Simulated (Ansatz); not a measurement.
System: C$_{2}$H$_{6}$N, charge -1, multiplicity 1. It need not be the lowest isomer of its formula. Whether it binds its extra electron was not tested at this geometry. 
Coordinates optimised at B3LYP-D3(BJ)/def2-TZVP (Ansatz, a program for electronic structure):
```xyz
9

C     -0.0125    -0.1683     1.1439
N      0.0621     0.6509     0.0029
C     -0.0186    -0.1575    -1.1454
H      0.8026    -0.9570     1.2295
H      0.0468     0.4234     2.0723
H     -0.9615    -0.7887     1.2350
H      0.7960    -0.9453    -1.2428
H      0.0358     0.4430    -2.0685
H     -0.9681    -0.7770    -1.2373
```
Charge -1, spin multiplicity 1.

Basis-set convergence of Hartree-Fock and CCSD(T) correlation energies (hartree) with Ansatz. Correlated levels leave the core frozen unless marked. Spin-orbit coupling is left out. No relativistic terms. This anion needs diffuse functions, which these sets lack.

```
basis    functions       E(HF)  E(corr, CCSD(T))  rough core time
-------  ---------  ----------  ----------------  ---------------
cc-pVDZ          -  -133.57313          -0.53365       under 20 s
cc-pVTZ        174           ?                 ?             28 s
```

Fill in the missing entries.


- cc-pVTZ, E(HF): -133.62097
- cc-pVTZ, E(corr, CCSD(T)): -0.64682
